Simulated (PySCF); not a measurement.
# SH⁺: frontier orbitals

HSE06 at R = 1.379 Å; basis H x2c-SVPall, S x2c-SVPall; spin-free X2C with a Gaussian nucleus; PySCF 2.14. State: ³Σ⁻ (triplet), unpaired electrons π ↑↑. Only the outer orbitals are listed, counted within each symmetry.

| spin | orbital | occ. | ε (eV) | on H (%) | main shells (%) |
| --- | --- | --- | --- | --- | --- |
| α | 4σ | 1 | -30.78 | 7 | 91 S s |
| α | 5σ | 1 | -20.50 | 27 | 64 S p, 27 H s |
| α | 2π | 1 | -18.45 | 0 | 100 S p |
| α | 2π | 1 | -18.45 | 0 | 100 S p |
| α | 6σ | 0 | -7.67 | 71 | 70 H s, 26 S p |
| α | 7σ | 0 | 0.02 | 36 | 40 S s, 35 H s, 20 S d |
| α | 8σ | 0 | 3.01 | 30 | 63 S s, 30 H s |
| β | 4σ | 1 | -28.06 | 14 | 83 S s, 13 H s |
| β | 5σ | 1 | -19.71 | 27 | 60 S p, 27 H s, 12 S s |
| β | 2π | 0 | -13.67 | 1 | 100 S p |
| β | 2π | 0 | -13.67 | 1 | 100 S p |
| β | 6σ | 0 | -7.02 | 68 | 67 H s, 28 S p |

Which are the highest filled and the lowest empty level, where do they sit, and how wide is the gap?

Highest filled α 2π at -18.45 eV (in %: 100 S p); lowest empty β 2π at -13.67 eV (in %: 100 S p); the gap at HSE06 is 4.78 eV. Both belong to one degenerate shell, split only by its one-sided filling, so this is no excitation gap.

* bond order (Mayer): 0.93
* ⟨S²⟩: 2.006
* charge on H (Mulliken, basis-dependent): 0.23
* charge on H (Löwdin, basis-dependent): 0.09
* dipole moment (positive dipole points towards S; it is taken about the centre of mass and depends on that origin): -1.54 D

The state was picked by a PBE0 search and need not be the measured ground state.
